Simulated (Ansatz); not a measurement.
A run of Ansatz (development build ahead of 0.2.0) on doublet C₄H₅ at this shape:

```tsv
atom	x (Å)	y (Å)	z (Å)
C	0.6057	1.7466	0.0000
C	0.6057	0.4041	0.0000
C	-0.6057	-0.4041	0.0000
C	-0.6057	-1.7466	0.0000
H	-0.3211	2.3131	0.0000
H	1.5535	-0.1336	0.0000
H	-1.5535	0.1336	0.0000
H	0.3211	-2.3131	0.0000
H	-1.5276	-2.3174	0.0000
```

Its results:

```json
{
  "Converged": "yes",
  "Total energy": "-154.33817 hartree",
  "Spin squared of the determinant": "1.331",
  "Stability test": "minimum"
}
```

(1) Which input gives this output? Name the method, the orbitals and the basis set, and write the input.

## Answers

(1) UHF in def2-TZVP.

```yaml
crystal:
  periodic: [false, false, false]
  atoms:
    - { symbol: C, position_ang: [0.6057, 1.7466, 0.0] }
    - { symbol: C, position_ang: [0.6057, 0.4041, 0.0] }
    - { symbol: C, position_ang: [-0.6057, -0.4041, 0.0] }
    - { symbol: C, position_ang: [-0.6057, -1.7466, 0.0] }
    - { symbol: H, position_ang: [-0.3211, 2.3131, 0.0] }
    - { symbol: H, position_ang: [1.5535, -0.1336, 0.0] }
    - { symbol: H, position_ang: [-1.5535, 0.1336, 0.0] }
    - { symbol: H, position_ang: [0.3211, -2.3131, 0.0] }
    - { symbol: H, position_ang: [-1.5276, -2.3174, 0.0] }
basis:
  gaussian: { orbitals: def2-TZVP }
magnetization:
  spin_polarized: true
  initial_magnetization: 1
hamiltonian:
  xc: hf
```

Caution: the unrestricted determinant is spin contaminated.
